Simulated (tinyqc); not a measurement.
Geometry optimisation on the RHF/sto-3g surface (energies and gradients from PySCF), for H2O, spin multiplicity 1, step by step. Computed by tinyqc, a small Python program that keeps every step (integrals from PySCF). Settings: charge = 0, multiplicity = 1, basis = sto-3g, optimiser = bfgs, first Hessian = 0.6, largest step = 0.3, iteration cap = 30. Command: `OMP_NUM_THREADS=1 python tinyqc.py 27205 27206 out.jsonl` (the two numbers bound the seeds that draw the settings). One thread of a shared host (Intel(R) Xeon(R) Processor @ 2.60GHz), about 0.5 s of CPU time with the checks.

## Step 1: energy and gradient

positions at the start (bohr):
```
            x          y         z
1O   0.060471  -0.047243  0.028346
2H  -0.028346   1.407846  1.324698
3H   0.000000  -1.387059  1.266117
```

Self-consistent energy and analytic gradient at these positions.

energy = -74.96228099 hartree

gradient (hartree/bohr):
```
              x            y            z
1O   0.00190157  -0.06139482  -0.02314628
2H  -0.00250395   0.02603313   0.03883123
3H   0.00060238   0.03536169  -0.01568495
```

## Step 1: move

Quasi-Newton step p = -H^(-1) g (first H = 0.6 times the unit matrix); steps longer than 0.3 bohr are cut back.

positions after step 1 (bohr):
```
            x          y         z
1O   0.057302   0.055082  0.066923
2H  -0.024173   1.364457  1.259979
3H  -0.001004  -1.445995  1.292258
```

## Step 2: energy and gradient

As before.

energy = -74.96073698 hartree

gradient (hartree/bohr):
```
              x            y            z
1O  -0.00176390   0.08969468   0.01648059
2H   0.00329765  -0.06001264  -0.04721930
3H  -0.00153375  -0.02968204   0.03073872
```

## Step 2: move

inverse Hessian in use (bohr^2/hartree):
```
           1          2          3          4          5          6          7          8
1   1.666529   0.009963   0.000838   0.000346  -0.007925  -0.004701  -0.000208  -0.002038
2   0.009963   1.167004  -0.094155  -0.018419   0.331337   0.264332   0.008456   0.168325
3   0.000838  -0.094155   1.666692  -0.003101   0.084964   0.040062   0.002263   0.009191
4   0.000346  -0.018419  -0.003101   1.665995   0.012683   0.009541   0.000326   0.005736
5  -0.007925   0.331337   0.084964   0.012683   1.475513  -0.187645  -0.004758  -0.140184
6  -0.004701   0.264332   0.040062   0.009541  -0.187645   1.532178  -0.004841  -0.076687
7  -0.000208   0.008456   0.002263   0.000326  -0.004758  -0.004841   1.666549  -0.003698
8  -0.002038   0.168325   0.009191   0.005736  -0.140184  -0.076687  -0.003698   1.638525
9   0.003863  -0.170177  -0.040087  -0.006440   0.102681   0.094427   0.002577   0.067496

           9
1   0.003863
2  -0.170177
3  -0.040087
4  -0.006440
5   0.102681
6   0.094427
7   0.002577
8   0.067496
9   1.612326
```

Quasi-Newton step p = -H^(-1) g (the inverse Hessian comes from BFGS updates; coordinates in the order x, y, z of each atom); steps longer than 0.3 bohr are cut back.

positions after step 2 (bohr):
```
            x          y         z
1O   0.058456  -0.005356  0.056411
2H  -0.026382   1.405647  1.291471
3H   0.000052  -1.426747  1.271278
```

## Step 3: energy and gradient

As before.

energy = -74.96573955 hartree

gradient (hartree/bohr):
```
              x            y            z
1O   0.00057425  -0.00320270  -0.00932720
2H  -0.00034836  -0.00062788   0.00604993
3H  -0.00022589   0.00383058   0.00327727
```

## Step 3: move

inverse Hessian in use (bohr^2/hartree):
```
           1          2          3          4          5          6          7          8
1   1.666352   0.014546   0.003165   0.000553  -0.010529  -0.007854  -0.000239  -0.004017
2   0.014546   1.172635  -0.173337  -0.020318   0.300310   0.301521   0.005772   0.193722
3   0.003165  -0.173337   1.638977  -0.006362   0.134198   0.088299   0.003197   0.039138
4   0.000553  -0.020318  -0.006362   1.665849   0.012983   0.011998   0.000264   0.007335
5  -0.010529   0.300310   0.134198   0.012983   1.515190  -0.198821  -0.002454  -0.148833
6  -0.007854   0.301521   0.088299   0.011998  -0.198821   1.491894  -0.004144  -0.102699
7  -0.000239   0.005772   0.003197   0.000264  -0.002454  -0.004144   1.666641  -0.003318
8  -0.004017   0.193722   0.039138   0.007335  -0.148833  -0.102699  -0.003318   1.621777
9   0.004689  -0.128184  -0.060609  -0.005635   0.064623   0.086474   0.000947   0.063561

           9
1   0.004689
2  -0.128184
3  -0.060609
4  -0.005635
5   0.064623
6   0.086474
7   0.000947
8   0.063561
9   1.640802
```

As before.

positions after step 3 (bohr):
```
            x          y         z
1O   0.057616  -0.005189  0.070738
2H  -0.026001   1.410383  1.284227
3H   0.000510  -1.431650  1.264195
```

## Convergence

Stop when the largest gradient component is below 3e-5 hartree/bohr. The inverse Hessian follows the BFGS update with s = step, y = change of gradient.

Course of the optimisation:
```
step   E (hartree)  largest gradient (hartree/bohr)
1     -74.96228099                         6.14e-02
2     -74.96073698                         8.97e-02
3     -74.96573955                         9.33e-03
4     -74.96584793                         6.13e-03
5     -74.96589785                         2.06e-03
6     -74.96590112                         2.90e-04
7     -74.96590119                         4.69e-07
```

Final distances (angstrom):
```
pair   distance
2H-1O  0.989409
3H-1O  0.989409
3H-2H  1.516160
```

Converged in 7 steps.
